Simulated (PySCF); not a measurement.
Mapped SMILES: `[cH:1]1[cH:2][cH:3][c:4]2[cH:5][n:6][n:7][cH:8][c:9]2[cH:10]1` (H(Xn): hydrogen on atom n).

GIAO PBE0/pcSseg-1 shifts (PySCF 2.14.0 with density-fitted response routines, gas phase, non-relativistic, equivalent atoms averaged), each against references optimised in the same way as the molecule (TMS, NH3).

On the GFN2-xTB geometry: C5/C8 154.4, C1/C2 136.9, C3/C10 132.0, C4/C9 129.8, N6/N7 436.9, H(C5)/H(C8) 9.91, H(C3)/H(C10) 8.22, H(C1)/H(C2) 8.21 ppm.

Question: What changes on the PBE0-D3(BJ)/def2-SVP geometry?

Answer: 
```
       atoms  δ (ppm)  change
       C5/C8    154.7    +0.3
       C1/C2    137.0    +0.1
      C3/C10    131.8    -0.2
       C4/C9    128.0    -1.8
       N6/N7    440.5    +3.6
 H(C5)/H(C8)     9.66   -0.25
H(C3)/H(C10)     8.00   -0.22
 H(C1)/H(C2)     8.01   -0.20
```

Bonds between heavy atoms that differ most (equivalent bonds averaged): N6–N7 1.324 → 1.345 Å, C1–C2 1.405 → 1.414 Å, C2–C3 1.369 → 1.378 Å, C5–N6 1.300 → 1.307 Å, C3–C4 1.407 → 1.413 Å. Mean change of bonds to hydrogen: C–H +0.013 Å.
